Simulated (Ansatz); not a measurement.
The input, for Ansatz 0.2.0:

```yaml
crystal:
  periodic: [false, false, false]
  atoms:
    - {symbol: B, position_ang: [0.000000, 0.000000, 0.000000]}
    - {symbol: S, position_ang: [0.000000, 0.000000, 2.909000]}
basis:
  gaussian: {orbitals: cc-pVDZ}
magnetization: {spin_polarized: false, initial_magnetization: 1}
correlation: {method: ccsdtq, electrons: outside_noble_gas}
```

```sh
$ ansatz run in.yaml --threads 5 --pin off --events-out ev --progress --plain --max-ram 130560MiB --backend cuda --devices 0, --max-vram 75GiB
```

**Question.** Roughly how long does this take on 5 threads of AMD EPYC 7R13 with a whole H100 80 GB, shared host, and how much host memory?

**Answer.** 32 s wall and 0.9 GiB.

```
573 factors; integrals over basis functions are off by at most 1.2e-7 eV
mean field evaluation 1: about -11479.6894 eV, gradient 1.7e1 eV
mean field evaluation 2: about -11479.6967 eV, gradient 1.7e1 eV
mean field evaluation 4: about -11482.1821 eV, gradient 5.2e0 eV
mean field evaluation 8: about -11482.3799 eV, gradient 7.2e-1 eV
mean field evaluation 16: about -11482.4334 eV, gradient 3.0e-3 eV
mean field evaluation 32: about -11482.4279 eV, gradient 5.0e-1 eV
mean field evaluation 64: about -11481.4265 eV, gradient 5.3e-5 eV
mean field evaluation 96: about -11483.0332 eV, gradient 6.5e0 eV
mean field evaluation 128: about -11481.4256 eV, gradient 2.6e-1 eV
mean field evaluation 160: about -11480.8717 eV, gradient 3.3e-1 eV
...
cycle   3  -6.11850419 eV  change    6.2e-8 eV  update   3.1e-6
cycle   4  -6.11850411 eV  change    7.9e-8 eV  update   5.2e-6
cycle   5  -6.11850320 eV  change    9.2e-7 eV  update   2.4e-6
cycle   6  -6.11850308 eV  change    1.2e-7 eV  update   6.8e-7
cycle   7  -6.11850313 eV  change   -5.3e-8 eV  update   8.1e-7
cycle   8  -6.11850313 eV  change   7.7e-10 eV  update   2.3e-6
cycle   9  -6.11850270 eV  change    4.2e-7 eV  update   8.8e-7
cycle  10  -6.11850218 eV  change    5.2e-7 eV  update   1.3e-6
cycle  11  -6.11850219 eV  change   -3.6e-9 eV  update   1.2e-6
cycle  12  -6.11850200 eV  change    1.9e-7 eV  update   1.1e-6
Total energy: -11489.46377842 eV, -422.2300060186 hartree
```

For the same geometry and basis full CI lies 0.8 meV lower.
